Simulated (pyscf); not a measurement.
Thermochemistry of product channels of F–N•–F (SMILES F[N]F) + F–SiH₃ (SMILES F[SiH3]) on the doublet surface, in kJ/mol, from CCSD(T)/def2-TZVPP + ΔMP2(QZVPP) energies (ideal gas, 1 atm, RRHO with modes under 100 cm⁻¹ raised to 100, one conformer, R ln 2 for rigid chiral ones). Single points on ωB97X-D3(BJ)/def2-SVP structures (PySCF, gas phase). Correlated levels are frozen-core, on RHF or UHF. ΔMP2 is the change of the MP2 total energy from the triple- to the quadruple-zeta basis.

```csv
products,ΔE,ΔH(298 K),ΔG(298 K),ΔG(900 K)
HF (SMILES F) + F–N•–SiH₂–F (SMILES F[N][SiH2]F),-182.9,-177.9,-176.8,-179.5
F–SiH₂–F (SMILES F[SiH2]F) + •HN–F (SMILES [NH]F),-318.7,-311.0,-312.8,-316.3
```

These are energies of the channels, which say nothing of barriers. F–N•–SiH₂–F lies 459.4 kJ/mol over its isomer H₂N–Si•(F)–F, and others may lie lower still (electronic energy, ωB97M-D3(BJ)). The CCSD(T) − MP2 part came from Ansatz, without density fitting, on the same reference.
